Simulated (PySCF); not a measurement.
Metal–ligand bonds in Zn(Cl)1–Y. All species are isolated molecules in the gas phase. One relaxed conformer stands for each flexible species; it need not be the lowest. Multiplicities are imposed; where one is given, others were not computed. Strings in code marks are SMILES.

The dipole moment from two functionals at the same geometries (r2SCAN-D4/def2-SVP), both in PySCF: PBE-D3(BJ)/def2-TZVP and r2SCAN-D4/def2-TZVP. 

```tsv
species	PBE-D3(BJ)/def2-TZVP (D)	r2SCAN-D4/def2-TZVP (D)
free radical OH (`[OH]`)	1.73	1.76
free radical NH2	1.92	1.96
free radical CH3 (`[CH3]`)	0.00	0.00
free radical OCH3 (`[O]C`)	2.09	2.02
free radical N(CH3)2 (`C[N]C`)	1.71	1.71
free radical SH (`[SH]`)	0.87	0.91
```

Over these rows, drawn at random from the members with no instability flagged (it was tested for open shells, ions and some series alone), PBE minus r2SCAN-D4: mean -0.01 D, from -0.04 D to +0.07 D.
